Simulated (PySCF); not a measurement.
# From computed data to an observable: entropy of an ideal gas

C3H6, SMILES C=CC.

Geometry: ωB97X-D3(BJ)/def2-TZVP.

ωB97X-D3(BJ)/def2-TZVP run with PySCF gives the harmonic wavenumbers 201, 428, 597, 940, 952, 968, 1037, 1084, 1201, 1336, 1416, 1460, 1487, 1501, 1749, 3054, 3112, 3137, 3154, 3166, 3243 cm⁻¹ and the rotational temperatures 2.2444, 0.4482, 0.3924 K. The molar mass is 42.08 g/mol, the symmetry number 1, the spin multiplicity 1.

Work out the entropy at 298.15 K and 1 atm in the rigid-rotor, harmonic-oscillator model.


Translation (Sackur–Tetrode at 1 atm): S = R[1.5 ln M + 2.5 ln T − 1.16487] = 155.4 J/(mol K).
Rotation: q = (√π/σ) T^1.5/√(θA θB θC) = 14500, S = R[ln q + 3/2] = 92.2 J/(mol K).
Vibration: with u = 1.4388 ν/T, each mode gives R[u/(e^u − 1) − ln(1 − e^−u)]:
```tsv
ν (cm⁻¹)	modes	u	S (J/(mol K))
201	1	0.97	8.89
428	1	2.07	3.62
597	1	2.88	1.90
940	1	4.54	0.50
952	1	4.59	0.47
968	1	4.67	0.45
1037	1	5.00	0.34
1084	1	5.23	0.28
1201	1	5.80	0.17
1336	1	6.45	0.10
1416	1	6.83	0.07
1460	1	7.05	0.06
1487	1	7.18	0.05
1501	1	7.24	0.05
1749	1	8.44	0.02
```
The stiffer modes add less than 0.005 each. Sum 17.0 J/(mol K).
Spin: R ln 1 = 0.0 J/(mol K).
Total 264.5 J/(mol K); the program's own thermochemistry gives 264.5. Translation makes up 59 % and vibration 6 %. Anharmonicity, hindered rotation and orbital degeneracy are left out.
